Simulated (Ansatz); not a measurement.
# CH5B− (SMILES [BH2-]C): UCCSDT/STO-3G

What is the vertical ionisation energy of CH5B− at UCCSDT/STO-3G? 

The calculation is run with Ansatz 0.2.0.

2 further runs of the same task are left out: 2 set aside as unsound or not needed.

### Step 1. Starting point

CH5B−: 7 atoms, total charge -1, spin state doublet. As SMILES, `[BH2-]C`. The coordinates come from a GFN2-xTB relaxation.

Bond lengths: B1–C2 1.642 Å, B1–H3 1.245 Å, B1–H4 1.245 Å, C2–H5 1.102 Å, C2–H6 1.114 Å, C2–H7 1.102 Å. Angles: B1–C2–H5 112.7°, B1–C2–H6 114.9°, B1–C2–H7 112.6°, C2–B1–H3 113.3°, C2–B1–H4 113.3°, H5–C2–H6 104.9°, H5–C2–H7 105.8°, H6–C2–H7 104.9°, H3–B1–H4 112.0°.

### Step 2. A single-point energy at UCCSDT/STO-3G

Input file input.yaml:

```yaml
crystal:
  periodic: [false, false, false]
  atoms:
    - {symbol: B, position_ang: [-0.367620, -0.876680, 0.296410]}
    - {symbol: C, position_ang: [0.129860, 0.657930, -0.010930]}
    - {symbol: H, position_ang: [0.566410, -1.652080, 0.572900]}
    - {symbol: H, position_ang: [-1.111250, -1.340120, -0.587590]}
    - {symbol: H, position_ang: [0.713810, 1.090030, 0.817870]}
    - {symbol: H, position_ang: [0.779370, 0.770230, -0.909000]}
    - {symbol: H, position_ang: [-0.710590, 1.350700, -0.179660]}
basis:
  gaussian:
    orbitals: STO-3G
total_charge: -1
magnetization:
  spin_polarized: true
  initial_magnetization: 1
correlation:
  method: ccsdt
  frozen_orbitals: {B: 1, C: 1, H: 0}
accuracy: high
scf:
  omitted_lower_state_checks: [cluster_reference, increment]
```

Started as:

```console
$ ansatz run input.yaml --threads 1 --pin off --max-ram 2610MiB --events-out events.jsonl --progress --plain --runs-dir runs
```

Standard output, cut to the lines that bear on the results:

```text
Warning: RAYON_NUM_THREADS=1 ignored (pool sized by the plan → 1); use --threads N
Functional definition: HF
  name "HF"
[...]
254 factors; integrals over basis functions are off by at most 1.4e-8 eV
[...]
mean field -1754.14751521 eV, -64.4637321801 hartree, gradient 1.1e-8 eV, S^2 0.757765; 0 other end points of the search recorded, 0 dependent functions left out
2 core orbitals not correlated: weight in the atoms' cores, before any rotation towards them, 1.000 or more for the frozen orbitals, at most 0.000 for the correlated occupied ones
reference -1754.14751521 eV, -64.4637321801 hartree; 7, 6 occupied and 6, 7 virtual orbitals, 254 factors
second order -2.27469352 eV of doubles, -0.00000000 eV of singles
cycle   1  -2.86776765 eV  change   -5.9e-1 eV  update   5.7e-2
[...]
cycle  20  -3.21560587 eV  change  -4.0e-10 eV  update   1.3e-9
Total energy: -1757.36312108 eV, -64.5819035162 hartree
Checks for a lower state left out: cluster_reference, increment
```

It took 0.75 s on 1 thread of Arm Neoverse V1, shared host.

### Step 3. Singlet neutral CH5B, same level

Input file run.yaml:

```yaml
crystal:
  periodic: [false, false, false]
  atoms:
    - symbol: B
      position_ang: [-0.367620, -0.876680, 0.296410]
    - symbol: C
      position_ang: [0.129860, 0.657930, -0.010930]
    - symbol: H
      position_ang: [0.566410, -1.652080, 0.572900]
    - symbol: H
      position_ang: [-1.111250, -1.340120, -0.587590]
    - symbol: H
      position_ang: [0.713810, 1.090030, 0.817870]
    - symbol: H
      position_ang: [0.779370, 0.770230, -0.909000]
    - symbol: H
      position_ang: [-0.710590, 1.350700, -0.179660]
basis:
  gaussian: {orbitals: STO-3G}
total_charge: 0
accuracy: high
correlation: {method: ccsdt, frozen_orbitals: {B: 1, C: 1, H: 0}}
scf: {omitted_lower_state_checks: [cluster_reference, increment]}
```

Started as:

```console
$ ansatz run run.yaml --threads 1 --pin off --max-ram 2610MiB --events-out events.jsonl --progress --plain --runs-dir runs
```

Standard output, cut to the lines that bear on the results:

```text
Warning: RAYON_NUM_THREADS=1 ignored (pool sized by the plan → 1); use --threads N
[... 2 set-up lines as earlier in the session ...]
[...]
253 factors; integrals over basis functions are off by at most 1.4e-8 eV
[...]
mean field -1758.49857140 eV, -64.6236305460 hartree, gradient 9.7e-8 eV, S^2 0.000000; 0 other end points of the search recorded, 0 dependent functions left out
2 core orbitals not correlated: weight in the atoms' cores, before any rotation towards them, 1.000 or more for the frozen orbitals, at most 0.000 for the correlated occupied ones
reference -1758.49857140 eV, -64.6236305460 hartree; 6, 6 occupied and 7, 7 virtual orbitals, 253 factors
second order -2.50698324 eV of doubles, -0.00000000 eV of singles
cycle   1  -3.14222687 eV  change   -6.4e-1 eV  update   6.0e-2
[...]
cycle  21  -3.50195830 eV  change  -4.4e-10 eV  update  5.5e-10
Total energy: -1762.00052971 eV, -64.7523251399 hartree
Checks for a lower state left out: cluster_reference, increment
```

It took 0.26 s on 1 thread of Arm Neoverse V1, shared host.

### Step 4. What came out

At UCCSDT/STO-3G, 2 core orbitals frozen:

| quantity | value |
| --- | --- |
| doublet CH5B−: total energy | -64.58190 Eh |
| doublet CH5B−: correlation energy (2 core orbitals frozen) | -118.2 mEh |
| doublet CH5B−: ⟨S²⟩ of the reference determinant | 0.758 |
| doublet CH5B−: T1 diagnostic | 0.005 |
| singlet neutral CH5B: total energy | -64.75233 Eh |
| singlet neutral CH5B: correlation energy (2 core orbitals frozen) | -128.7 mEh |
| singlet neutral CH5B: T1 diagnostic | 0.005 |
| vertical detachment energy (to the singlet neutral) | -4.637 eV |

In words: The species is unbound against losing an electron at this level, by 4.64 eV (−447 kJ/mol); missing correlation or diffuse functions can give that sign where the real anion is bound. Only the singlet of the ionised species was computed; a triplet could lie lower. In a minimal basis such a difference can be off by several eV, whatever the method.
